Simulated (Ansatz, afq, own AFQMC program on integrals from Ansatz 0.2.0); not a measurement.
## CHB, triplet → CHB, singlet

```yaml
atoms:
  - { symbol: B, position_ang: [0.0000, 0.0000, 0.0901] }
  - { symbol: C, position_ang: [0.0000, 0.0000, -1.3588] }
  - { symbol: H, position_ang: [0.0000, 0.0000, 1.2688] }
```

Connectivity, by distances: BH–C.

E(singlet, charge +0) − E(triplet, charge +0) at this geometry, on UHF and RHF determinants.

Basis 6-31G. Only valence electrons are correlated. AFQMC by an in-house program on the Cholesky factors that Ansatz 0.2.0 writes for its CCSD(T) run. ph-AFQMC/CISD is guided by a CISD state made of CCSD amplitudes; releasing the constraint for a short imaginary time cuts its bias at the price of noise, slowly where states lie close. ± is one standard error of the sampling. The errors of all members are added in quadrature.

Full CI on the same integrals is exact in this basis and with this determinant's frozen core.

Errors are counted within 6-31G, not against nature.

Cautions: CHB (triplet): strong correlation (T1 0.074, weight of the determinant 0.82, largest double 0.16), unrestricted determinant spin contaminated (⟨S²⟩ 2.41 against 2.00), the ph-AFQMC/CISD walk drifts between its halves (2.7 errors); CHB (singlet): another spin lies lower, restricted determinant unstable towards unrestricted (UHF 931 meV lower, ⟨S²⟩ 1.00), the CCSDTQ amplitudes may be one of several solutions (largest double 0.95), the ph-AFQMC/CISD walk drifts between its halves (2.6 errors), the released energy hasn't reached full CI (59 meV above it at 1.62 1/Eh, later times being too noisy to tell), so no released level is given (meV from the phaseless value at times in 1/Eh: -7 ± 4 at 0.24, -13 ± 4 at 0.51, -15 ± 4 at 0.99, -13 ± 4 at 1.62, -22 ± 8 at 2.40), the determinant fills πx and πy unequally, so it mixes two states of the linear molecule, and each level undoes that mixture to a different degree, while full CI gives the lower state, CCSDTQ on the UHF determinant differs (810 meV lower), perhaps since the unrestricted series falls towards higher spin, its ph-AFQMC/CISD value lies 73 ± 4 meV above full CI.

Reference (full CI): 21.5 kcal/mol.

```csv
level,vertical spin gap (kcal/mol),error against FCI (kcal/mol)
HF,35.7,14.2
MP2,19.5,-2.0
CCSD,23.0,1.5
CCSD(T),22.6,1.2
CCSDT,22.6,1.1
CCSDT(Q),22.1,0.6
CCSDTQ,21.5,0.0
ph-AFQMC/CISD,22.9 ± 0.1,1.4 ± 0.1
```

Correlation beyond CCSD(T) takes off 1.2 kcal/mol. The perturbative (T) step is worth −0.3 kcal/mol. Where a determinant mixes two states, these steps and errors hold in part the undoing of that mixture, and only full CI is sure.

CCSDT and higher add their correlation energy to the determinant of the CCSD(T) run, since their own runs factorise the integrals more tightly (a shift of under 2 meV).
